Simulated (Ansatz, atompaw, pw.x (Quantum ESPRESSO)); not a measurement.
## molybdenum (Mo): one change to the PAW (atompaw) potential, in the atom and in the bcc crystal

* Element: molybdenum
* Generator: atompaw 4.2.0.5
* Type: PAW
* Functional: PBE
* Relativity: scalar-relativistic
* Frozen core: [Kr]
* Valence charge: 6
* Reference configuration: 4d5 5s1 5p0
* Partial waves: 5s (bound): rc 3.00 bohr; 5s channel at 1 Ry: rc 3.00 bohr; 5p (bound, empty): rc 3.00 bohr; 5p channel at 0.4 Ry: rc 3.00 bohr; 4d (bound): rc 3.00 bohr; 4d channel at 3.65 Ry: rc 3.00 bohr
* Local potential: bessel scheme, radius 2.05 bohr
* Core correction: smooth core density matched at 2.35 bohr
* Augmentation charge: besselshape compensation charge, radius 2.85 bohr; PAW radius 3.00 bohr; waves and projectors: custom rrkj gramschmidtortho

Change: core correction smooth core density matched at 2.90 bohr.

Cutoffs, loose and tight: the cutoffs (Ry, on a coarse ladder) from which the occupation-weighted sum of valence levels, in a spherical-Bessel basis at the reference potential, stays within 10 and 1 mRy of its value at 400 Ry. They see the waves and projectors alone, not the compensation charge or the core.

Crystal test: bcc Mo in pw.x 7.5, no spin, 15³ k-points, Fermi–Dirac smearing 0.01 Ry, cutoffs set for each file from its atomic test. The reference is all-electron LAPW (Ansatz 0.2.0) with the same functional, mesh and smearing; V0 and B0 come from Birch–Murnaghan fits to the pressures at five volumes. Errors are pseudo minus all-electron; Δ is the rms difference of the E(V) curves that follow from these fits, minima aligned, over ±6 % about the mean V0. Mesh and smearing are coarse, so the numbers serve the comparison and aren't converged zero-temperature values; the lattice is a test structure that the element need not adopt.

All-electron: a0 = 3.162 Å (V0 = 15.80 Å³/atom), B0 = 259.2 GPa.

Q: Does the change bring the crystal closer to the all-electron result?

A: The mean pressure error goes from +6.04 to +7.99 GPa, so the change moves the solid further from the all-electron pressures.

```json
{"quantity": "outcome (atom)", "base": "generated", "changed": "generated"}
{"quantity": "cutoff, loose (atom)", "base": "10 Ry", "changed": "10 Ry"}
{"quantity": "cutoff, tight (atom)", "base": "18 Ry", "changed": "18 Ry"}
{"quantity": "bound ghosts (atom)", "base": "none", "changed": "none"}
{"quantity": "cutoffs in pw.x (Ry)", "base": "40/400", "changed": "40/400"}
{"quantity": "a0 (Å)", "base": "3.186", "changed": "3.193"}
{"quantity": "a0 error (%)", "base": "+0.76", "changed": "+1.00"}
{"quantity": "B0 error (%)", "base": "-3.1", "changed": "-3.0"}
{"quantity": "Δ (meV/atom)", "base": "20.3", "changed": "26.6"}
{"quantity": "mean pressure error (GPa)", "base": "+6.04", "changed": "+7.99"}
```

Base: The largest radius (3.00 bohr) exceeds half the bond length (2.59 bohr), so the spheres overlap, which is one possible source of error among others. This is a poor potential for the solid. Changed file: The largest radius (3.00 bohr) exceeds half the bond length (2.59 bohr), so the spheres overlap, which is one possible source of error among others. This is a poor potential for the solid. The atomic cutoffs weigh occupied waves only.
